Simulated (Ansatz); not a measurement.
# Molecular dynamics, step by step

Si2NH7, closed shell, HF/def2-SVP (Ansatz 0.2.0). Settings (timestep in fs, temperature in K; T counts 24 degrees of freedom):

```yaml
hamiltonian: {xc: hf}
md: {n_steps: 40, timestep: 0.25, temperature: 200, ensemble: nve, seed: 854, initial_velocities: maxwell_boltzmann}
```

Start, the saddle point found with PBE0-D4 in triple zeta (not stationary at another level):

Si1  (-0.985, -0.230, 0.125)
Si2  (1.092, -1.086, 0.819)
H3  (-1.761, 0.292, -1.197)
N4  (-0.713, 1.175, -1.116)
H5  (-1.483, 0.579, 1.281)
H6  (0.911, -2.101, 1.894)
H7  (1.785, -1.745, -0.323)
H8  (1.993, -0.009, 1.328)
H9  (-0.672, 2.158, -0.871)
H10  (-0.167, 0.967, -1.940)
(Å)

| step | time (fs) | potential energy less the start (meV) | kinetic energy (meV) | T (K) |
| --- | --- | --- | --- | --- |
| 0 | 0.00 | 0.0 | 206.8 | 200 |
| 2 | 0.50 | 4.7 | 202.2 | 196 |
| 4 | 1.00 | 18.5 | 188.5 | 182 |
| 6 | 1.50 | 32.5 | 174.7 | 169 |
| 8 | 2.00 | 36.3 | 171.0 | 165 |
| 10 | 2.50 | 22.6 | 184.8 | 179 |
| 12 | 3.00 | -11.5 | 218.8 | 212 |
| 14 | 3.50 | -64.0 | 271.2 | 262 |
| 16 | 4.00 | -131.0 | 338.3 | 327 |
| 18 | 4.50 | -210.8 | 418.0 | 404 |
| 20 | 5.00 | -305.9 | 513.3 | 496 |
| 22 | 5.50 | -423.5 | 630.8 | 610 |
| 24 | 6.00 | -567.5 | 774.6 | 749 |
| 26 | 6.50 | -727.9 | 934.4 | 904 |
| 28 | 7.00 | -873.1 | 1078.7 | 1043 |
| 30 | 7.50 | -965.0 | 1170.4 | 1132 |
| 32 | 8.00 | -1004.8 | 1211.4 | 1171 |
| 34 | 8.50 | -1064.7 | 1272.7 | 1231 |
| 36 | 9.00 | -1222.8 | 1430.3 | 1383 |
| 38 | 9.50 | -1448.7 | 1654.0 | 1599 |
| 40 | 10.00 | -1621.5 | 1825.5 | 1765 |

Step 18, positions (Å) and forces (eV/Å):

| atom | x | y | z | Fx | Fy | Fz |
| --- | --- | --- | --- | --- | --- | --- |
| Si1 | -0.974 | -0.231 | 0.126 | -0.110 | -1.970 | 0.817 |
| Si2 | 1.090 | -1.090 | 0.827 | 0.470 | 0.155 | -0.245 |
| H3 | -1.684 | 0.400 | -1.243 | 0.973 | 2.268 | -0.600 |
| N4 | -0.736 | 1.174 | -1.131 | -0.944 | -0.720 | -0.374 |
| H5 | -1.485 | 0.600 | 1.215 | -0.057 | 0.451 | 0.457 |
| H6 | 0.922 | -2.078 | 1.918 | -0.042 | -0.073 | 0.010 |
| H7 | 1.728 | -1.764 | -0.356 | -0.061 | 0.078 | 0.290 |
| H8 | 2.034 | -0.036 | 1.297 | 0.100 | -0.055 | 0.025 |
| H9 | -0.705 | 2.116 | -0.763 | -0.423 | -0.094 | -0.382 |
| H10 | -0.162 | 1.054 | -1.945 | 0.093 | -0.039 | 0.002 |

Step 22, positions (Å) and forces (eV/Å):

```json
{"atom": "Si1", "x": "-0.971", "y": "-0.233", "z": "0.126", "Fx": "-0.158", "Fy": "-2.510", "Fz": "1.314"}
{"atom": "Si2", "x": "1.090", "y": "-1.090", "z": "0.829", "Fx": "0.456", "Fy": "0.335", "Fz": "-0.188"}
{"atom": "H3", "x": "-1.647", "y": "0.466", "z": "-1.263", "Fx": "0.873", "Fy": "2.776", "Fz": "-0.887"}
{"atom": "N4", "x": "-0.741", "y": "1.171", "z": "-1.136", "Fx": "-1.676", "Fy": "0.104", "Fz": "0.935"}
{"atom": "H5", "x": "-1.487", "y": "0.613", "z": "1.211", "Fx": "0.046", "Fy": "0.460", "Fz": "0.358"}
{"atom": "H6", "x": "0.923", "y": "-2.073", "z": "1.924", "Fx": "-0.058", "Fy": "-0.090", "Fz": "0.013"}
{"atom": "H7", "x": "1.714", "y": "-1.766", "z": "-0.356", "Fx": "-0.013", "Fy": "0.026", "Fz": "0.231"}
{"atom": "H8", "x": "2.044", "y": "-0.043", "z": "1.290", "Fx": "0.172", "Fy": "-0.061", "Fz": "0.048"}
{"atom": "H9", "x": "-0.719", "y": "2.121", "z": "-0.742", "Fx": "-0.573", "Fy": "-0.820", "Fz": "-0.703"}
{"atom": "H10", "x": "-0.173", "y": "1.077", "z": "-1.927", "Fx": "0.932", "Fy": "-0.220", "Fz": "-1.122"}
```

Step 28, positions (Å) and forces (eV/Å):

| atom | x | y | z | Fx | Fy | Fz |
| --- | --- | --- | --- | --- | --- | --- |
| Si1 | -0.968 | -0.236 | 0.128 | -0.423 | -2.873 | 1.784 |
| Si2 | 1.091 | -1.091 | 0.831 | 0.445 | 0.599 | -0.027 |
| H3 | -1.579 | 0.614 | -1.311 | -1.479 | 1.700 | -1.497 |
| N4 | -0.751 | 1.168 | -1.143 | 0.278 | 1.816 | 1.751 |
| H5 | -1.490 | 0.642 | 1.211 | 0.248 | 0.347 | 0.130 |
| H6 | 0.924 | -2.069 | 1.932 | -0.079 | -0.091 | -0.001 |
| H7 | 1.692 | -1.769 | -0.352 | 0.075 | -0.076 | 0.091 |
| H8 | 2.062 | -0.056 | 1.281 | 0.246 | -0.088 | 0.073 |
| H9 | -0.751 | 2.113 | -0.723 | -0.623 | -1.107 | -0.877 |
| H10 | -0.171 | 1.108 | -1.919 | 1.312 | -0.226 | -1.429 |

Last step (40):

Si1  (-0.962, -0.250, 0.136)
Si2  (1.092, -1.092, 0.835)
H3  (-1.637, 0.960, -1.528)
N4  (-0.761, 1.170, -1.150)
H5  (-1.475, 0.715, 1.214)
H6  (0.921, -2.064, 1.947)
H7  (1.655, -1.781, -0.342)
H8  (2.114, -0.087, 1.267)
H9  (-0.845, 2.053, -0.731)
H10  (-0.108, 1.160, -1.958)
(Å)

The run took about 27 s on 2 CPU threads of an Arm Neoverse V1 (shared host).
